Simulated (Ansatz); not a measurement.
Cd₃W: from a trial structure to a relaxed crystal

All numbers below come from DFT PBE, scalar-relativistic, plane waves, PAW in Ansatz. Cutoff 420 eV, Γ-centred k mesh, Gaussian smearing, no spin polarisation in the final step.

The start puts Cd₃W on the TiAl3 (D0_22) structure type (I4/mmm, No. 139), with W in place of Ti, Cd in place of Al, at a guessed volume.

```
Cd W
1.0
    -2.14321    2.14321    4.78743
     2.14321   -2.14321    4.78743
     2.14321    2.14321   -4.78743
Cd W
3 1
Direct
  0.50000 0.50000 0.00000
  0.25000 0.75000 0.50000
  0.75000 0.25000 0.50000
  0.00000 0.00000 0.00000
```

Cell and atoms relax at zero pressure; the relaxation can't lower the symmetry of the start. After a coarse first stage the cell is made exact in the group found at 0.06 Å.

Formation energies are uncorrected and refer to the elements' standard structures at the same level.

Q: Describe the relaxed structure.

A: It keeps I4/mmm (No. 139). The result has the TiAl3 (D0_22) structure. Conventional cell: a = 4.127 Å, c = 9.165 Å. Cd on Wyckoff site b (1 atom of the primitive cell) is coordinated by 4 W at 2.92 Å and 8 Cd at 3.08 Å; Cd on Wyckoff site d (2 atoms of the primitive cell) has 8 Cd at 2.92–3.08 Å and 4 W at 3.08 Å; W is coordinated by 12 Cd at 2.92–3.08 Å.

```cif
data_structure
_symmetry_space_group_name_H-M 'I4/mmm'
_symmetry_Int_Tables_number 139
_cell_length_a 4.1275
_cell_length_b 4.1275
_cell_length_c 9.1654
_cell_angle_alpha 90.000
_cell_angle_beta 90.000
_cell_angle_gamma 90.000
_cell_volume 156.14
loop_
_atom_site_label
_atom_site_type_symbol
_atom_site_symmetry_multiplicity
_atom_site_Wyckoff_symbol
_atom_site_fract_x
_atom_site_fract_y
_atom_site_fract_z
_atom_site_occupancy
Cd1 Cd 2 b 0.50000 0.50000 0.00000 1
Cd2 Cd 4 d 0.50000 0.00000 0.25000 1
W1 W 2 a 0.00000 0.00000 0.00000 1
```

Q: What are its volume, energy, density and gap?

A: The volume per atom is 19.52 Å³. The density is 11.08 g/cm³, the energy over the elements is 0.75 eV/atom and the gap on the 16×16×16 mesh is 0 eV (a metal).

The final run used a 16×16×16 mesh on its 4-atom cell and 0.10 eV smearing. For metals, differences of a few meV/atom aren't resolved. Spin–orbit coupling is left out. Symmetry constrained the relaxation, so the result can be a saddle point. The steps took about 5 core-minutes in all.